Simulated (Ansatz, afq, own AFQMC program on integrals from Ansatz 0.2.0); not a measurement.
**SiH, doublet → SiH⁺, singlet, worked out**

```xyz
2

Si    0.0000    0.0000    0.0000
H     0.0000    0.0000    1.5317
```

Both states at this geometry.

Basis cc-pVTZ. Only valence electrons are correlated. Integrals, coupled cluster, full CI and functionals: Ansatz 0.2.0; the random walks run on the same integrals in our own AFQMC program. The CISD trial takes its coefficients from CCSD amplitudes. Released means that phaseless walkers are propagated on without the constraint, phases kept. Uncertainties: one standard error, sampling alone.

Total energies in eV. CBS is CCSD(T) at the limit of def2-TZVPP/QZVPP (extrapolated itself); the highest rung of each member is named.

Cautions: SiH (doublet): the determinant is a saddle point among determinants of its kind; SiH⁺ (singlet): restricted determinant unstable towards unrestricted (UHF 2 meV lower, ⟨S²⟩ 0.06).

| member | count | CCSD(T)/cc-pVTZ | highest rung in cc-pVTZ | which | CCSD(T)/CBS |
| --- | --- | --- | --- | --- | --- |
| SiH⁺, singlet | +1 | -7871.0980 | -7871.1107 | FCI | -7871.3849 |
| SiH, doublet | -1 | -7878.9626 | -7878.9866 | FCI | -7879.3075 |

Problem. Work out the best estimate of the vertical ionization energy: the CCSD(T)/CBS difference plus the step from CCSD(T) to the highest rung.

Solution. Sums with the counts: CCSD(T)/CBS 7.9226 eV, highest rung 7.8759 eV, CCSD(T)/cc-pVTZ 7.8646 eV. The step is 7.8759 − 7.8646 = 0.0113 eV, so the best estimate is 7.9226 + (0.0113) = 7.9339 eV. The basis set is worth 0.058 eV of it. Zero-point, core-correlation and spin–orbit terms aren't in it. Past Ne the Hartree–Fock part of each CBS total tends to overshoot, since the cores don't follow the formula; that largely cancels in the difference.

Best estimates are given only where the step beyond CCSD(T) is under 0.3 eV and no member's determinant is very poor (T1 over 0.05, or 0.07 for open shells, ⟨S²⟩ too high by 0.3, two states mixed), so the hardest cases are missing from such tables.

Each member of a difference takes its own highest rung, so a best estimate needn't equal the limit plus the step of one row.
